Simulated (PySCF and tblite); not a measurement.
C4H7N, numbered as in [C-:1]#[N+:2][CH2:3][CH2:4][CH3:5].

Geometries PBE0-D3(BJ)/def2-SVP; weights from PBE0-D3(BJ)/def2-TZVP (IEF-PCM, chloroform) energies and GFN2-xTB thermal corrections, with symmetry numbers and mirror pairs. Conformers within 3 kcal/mol (GFN2-xTB free energy) were kept, 8 at most. GIAO shieldings: wB97X-D/pcSseg-1 (IEF-PCM, chloroform). Shifts are against TMS (¹H), TMS (¹³C), NH3 (¹⁵N) at the same level. Codes: tblite and PySCF.

Torsions listed: N2–C3–C4–C5. Of a mirror pair one member is shown.

| conformer | shape | weight % | dipole D |
| --- | --- | --- | --- |
| 1 | 61° | 70.7 | 4.76 |
| 2 | 180° | 29.3 | 4.85 |

How do the computed shifts compare with measured ones?


```
nucleus  signal  leading conformer  average  measured                                          medium
    ¹³C      C3               43.5     43.4      43.4  not stated per compound (mostly CDCl3 or CCl4)
    ¹³C      C4               25.8     26.4      22.9  not stated per compound (mostly CDCl3 or CCl4)
    ¹³C      C5               12.8     12.9        11  not stated per compound (mostly CDCl3 or CCl4)
```

Measured values: Pretsch, Buehlmann, Badertscher, Structure Determination of Organic Compounds, 4th ed. (2009). Mean difference for ¹³C: 1.80 ppm, scatter 1.43 ppm. The computed shifts are unscaled and lack vibrational corrections.


¹⁵N shifts are against a computed isolated NH3 molecule, about 20 ppm from the liquid.